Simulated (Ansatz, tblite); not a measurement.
# PF3: removing and adding an electron

One table from this session's results is given with a row withheld; the runs are named, their logs left out.

Program: Ansatz 0.2.0, Gaussian basis. Level of theory: as each input shows. These are calculated values, not measurements.

Plan: charge +1 doublet, at the geometry of the singlet (PBE0-D4/def2-TZVP, PBE-D4/def2-TZVP, r2SCAN-D4/def2-TZVP, LDA/def2-TZVP, HF/def2-TZVP, CAM-B3LYP-D4/def2-TZVP, r2SCANh-D4/def2-TZVP, ωB97X-V/def2-TZVP, LC-ωPBE(0.10)/def2-TZVP, LC-ωPBE(0.15)/def2-TZVP, LC-ωPBE(0.20)/def2-TZVP, LC-ωPBE(0.30)/def2-TZVP, CCSD(T)/def2-TZVPP); charge -1 doublet, at the geometry of the singlet (PBE0-D4/def2-TZVPD, PBE-D4/def2-TZVPD, r2SCAN-D4/def2-TZVPD, LC-ωPBE(0.10)/def2-TZVP, LC-ωPBE(0.15)/def2-TZVP, LC-ωPBE(0.20)/def2-TZVP, LC-ωPBE(0.30)/def2-TZVP); charge -1 doublet, relaxed (PBE0-D4/def2-TZVPD, PBE-D4/def2-TZVPD); the starting singlet's energies come from earlier runs.

### The geometry

The geometry is that of the singlet, from an earlier relaxation (r2SCAN-D4/def2-TZVP).

4 atoms, charge 0, spin multiplicity 1.

Atoms are counted from 1 here; the program's logs count them from 0.

Bond lengths: P1–F2 1.577 Å, P1–F3 1.577 Å, P1–F4 1.577 Å. Angles: F2–P1–F3 97.5°, F2–P1–F4 97.5°, F3–P1–F4 97.5°.

The first run:

The input, in.yaml:

```yaml
crystal:
  periodic: [false, false, false]
  atoms:
    - {symbol: P, position_ang: [-0.004619, 0.004466, 0.587358]}
    - {symbol: F, position_ang: [1.369797, -0.029651, -0.184829]}
    - {symbol: F, position_ang: [-0.658137, 1.197567, -0.210078]}
    - {symbol: F, position_ang: [-0.707051, -1.172381, -0.192450]}
basis:
  gaussian: {orbitals: def2-SVP}
total_charge: 1
magnetization: {spin_polarized: true, initial_magnetization: 1}
hamiltonian: {xc: pbe0, dispersion: d4}
output: {orbitals: {seedname: orbitals}}
```

Command:

```console
ansatz run in.yaml --threads 2 --pin off --events-out ev --progress --plain --max-ram 4352MiB
```

Among the steps run: Charge +1 doublet at the fixed geometry, first pass, PBE0-D4/def2-SVP; Charge +1 doublet at the fixed geometry, PBE0-D4/def2-TZVP; Charge +1 doublet at the fixed geometry, PBE-D4/def2-TZVP; Charge +1 doublet at the fixed geometry, r2SCAN-D4/def2-TZVP; Charge +1 doublet at the fixed geometry, LDA/def2-TZVP; Charge +1 doublet at the fixed geometry, HF/def2-TZVP; Charge +1 doublet at the fixed geometry, CAM-B3LYP-D4/def2-TZVP; Charge +1 doublet at the fixed geometry, r2SCANh-D4/def2-TZVP; Charge +1 doublet at the fixed geometry, ωB97X-V/def2-TZVP; Charge +1 doublet at the fixed geometry, LC-ωPBE(0.10)/def2-TZVP; Charge +1 doublet at the fixed geometry, LC-ωPBE(0.15)/def2-TZVP; Charge +1 doublet at the fixed geometry, LC-ωPBE(0.20)/def2-TZVP; Charge +1 doublet at the fixed geometry, LC-ωPBE(0.30)/def2-TZVP; Charge +1 doublet at the fixed geometry, CCSD(T)/def2-TZVPP.

One of the session's tables, all rows but one given; the rest of the session is left out.

It belongs to the step «Vertical ionisation energy». Beside −ε(HOMO) of the starting state:

| level | −ε(HOMO) (eV) | by difference (eV) | mismatch (eV) |
| --- | --- | --- | --- |
| LDA/def2-TZVP | 7.92 | 12.00 | -4.08 |
| PBE-D4/def2-TZVP | 7.74 | 11.72 | -3.98 |
| r2SCAN-D4/def2-TZVP | 8.05 | 11.79 | -3.73 |
| r2SCANh-D4/def2-TZVP | 8.60 | 11.88 | -3.28 |
| PBE0-D4/def2-TZVP | 9.21 | 12.00 | -2.80 |
| CAM-B3LYP-D4/def2-TZVP | ? | ? | ? |
| ωB97X-V/def2-TZVP | 11.63 | 12.10 | -0.48 |

**Question.** Estimate the row for CAM-B3LYP-D4/def2-TZVP.

As computed: −ε(HOMO) (eV): 10.69; by difference (eV): 12.22; mismatch (eV): -1.53. In the column «−ε(HOMO) (eV)» it lies between PBE0-D4/def2-TZVP (9.21) and ωB97X-V/def2-TZVP (11.63).
